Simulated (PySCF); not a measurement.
**Computed spin Hamiltonian**

Compound: C4H6Cl (doublet state).
Z-matrix (Å and degrees, GFN2-xTB geometry), rows numbered from 1:
```
Cl
C   1  1.9248
C   2  1.4152  1  110.35
C   3  1.4585  2  140.37  1    55.19
C   3  1.4586  2  140.44  1   -54.77
H   2  1.0869  1  102.01  3  -121.86
H   2  1.0869  1  102.04  3   121.87
H   4  1.0838  3  118.82  5   108.89
H   4  1.0820  3  119.21  5  -106.13
H   5  1.0839  3  118.87  4  -108.88
H   5  1.0820  3  119.24  4   106.11
```

The hyperfine couplings belong to this conformer and change with its torsions.

As a line formula: `ClC[C]1CC1` [radical].

Theory: UKS B3LYP, pcH-1 on C Cl H, non-relativistic, mean-field spin-orbit, GIAO (PySCF 2.14.0). The structure is a single GFN2-xTB conformer in the gas phase; no vibrational or solvent corrections. The geometry wasn't refined by DFT: couplings that depend on bond lengths, twists or pyramidal angles can differ widely from those at the functional's own minimum. Stability of the SCF solution: not tested.

- g1, g2, g3: 2.00229, 2.00619, 2.00703
- g_iso: 2.00517
- Form of g: rhombic: the two nearest values differ by 18 % of g3 − g1
- ⟨S²⟩: 0.7557 (exact 0.7500)
- α and β electrons: 24, 23
- HOMO–LUMO gap, α and β orbitals: 6.36, 4.97 eV

Hyperfine couplings atom by atom, in mT; T1 to T3 are the principal values of the dipolar part; ρ(0) is the spin density at the nucleus (MHz turned into mT with g_iso):

```json
{"atom": "Cl1", "isotope": "35Cl", "a_iso": "1.44", "of which spin–orbit": "0.06", "T1": "-1.28", "T2": "-1.25", "T3": "2.53", "Mulliken spin population": "0.18", "ρ(0) (bohr⁻³)": "0.0887"}
{"atom": "C2", "isotope": "13C", "a_iso": "1.41", "of which spin–orbit": "0.00", "T1": "-0.21", "T2": "0.01", "T3": "0.20", "Mulliken spin population": "-0.06", "ρ(0) (bohr⁻³)": "0.0354"}
{"atom": "C3", "isotope": "13C", "a_iso": "5.48", "of which spin–orbit": "0.00", "T1": "-2.55", "T2": "-2.38", "T3": "4.93", "Mulliken spin population": "0.84", "ρ(0) (bohr⁻³)": "0.1368"}
{"atom": "C4", "isotope": "13C", "a_iso": "-0.70", "of which spin–orbit": "0.00", "T1": "-0.13", "T2": "0.02", "T3": "0.10", "Mulliken spin population": "-0.04", "ρ(0) (bohr⁻³)": "-0.0176"}
{"atom": "C5", "isotope": "13C", "a_iso": "-0.71", "of which spin–orbit": "0.00", "T1": "-0.13", "T2": "0.02", "T3": "0.10", "Mulliken spin population": "-0.04", "ρ(0) (bohr⁻³)": "-0.0176"}
{"atom": "H6", "isotope": "1H", "a_iso": "0.60", "of which spin–orbit": "0.00", "T1": "-0.23", "T2": "-0.09", "T3": "0.32", "Mulliken spin population": "0.01", "ρ(0) (bohr⁻³)": "0.0038"}
{"atom": "H7", "isotope": "1H", "a_iso": "0.58", "of which spin–orbit": "0.00", "T1": "-0.23", "T2": "-0.09", "T3": "0.32", "Mulliken spin population": "0.01", "ρ(0) (bohr⁻³)": "0.0037"}
{"atom": "H8", "isotope": "1H", "a_iso": "1.97", "of which spin–orbit": "0.00", "T1": "-0.15", "T2": "-0.08", "T3": "0.23", "Mulliken spin population": "0.03", "ρ(0) (bohr⁻³)": "0.0124"}
{"atom": "H9", "isotope": "1H", "a_iso": "2.75", "of which spin–orbit": "0.00", "T1": "-0.19", "T2": "-0.12", "T3": "0.31", "Mulliken spin population": "0.03", "ρ(0) (bohr⁻³)": "0.0173"}
{"atom": "H10", "isotope": "1H", "a_iso": "1.97", "of which spin–orbit": "0.00", "T1": "-0.15", "T2": "-0.08", "T3": "0.23", "Mulliken spin population": "0.03", "ρ(0) (bohr⁻³)": "0.0123"}
{"atom": "H11", "isotope": "1H", "a_iso": "2.75", "of which spin–orbit": "0.00", "T1": "-0.19", "T2": "-0.12", "T3": "0.31", "Mulliken spin population": "0.03", "ρ(0) (bohr⁻³)": "0.0173"}
```

The largest Mulliken spin populations are on C3 (+0.84) and Cl1 (+0.18). The angles at C3 add up to 343.7°, so it is pyramidal.

Axes: g1 points within 8° of the Cl1–C2 bond.

Under fast tumbling the dipolar parts average out, and these isotropic splittings remain: 4 × 1H (H8/H9/H10/H11, I = 1/2, 5 lines) with 2.36 mT, 1 × 35Cl (Cl1, I = 3/2, 4 lines) with 1.44 mT and 2 × 1H (H6/H7, I = 1/2, 3 lines) with 0.59 mT.

Class means assume fast exchange of nuclei equivalent by connectivity; if that motion is slow, each nucleus keeps its own coupling. The 1H value of +66.2 MHz is a mean of couplings from 55.2 to 77.2 MHz in this one geometry, not an average over conformers.

Main isotope only: 35Cl (natural samples also hold 24 % 37Cl, magnetic too, which adds its own pattern).

The 13C coupling of C3 (153.7 MHz) shows only in satellite lines or after enrichment, since that isotope makes up about 1.07 % of natural carbon.
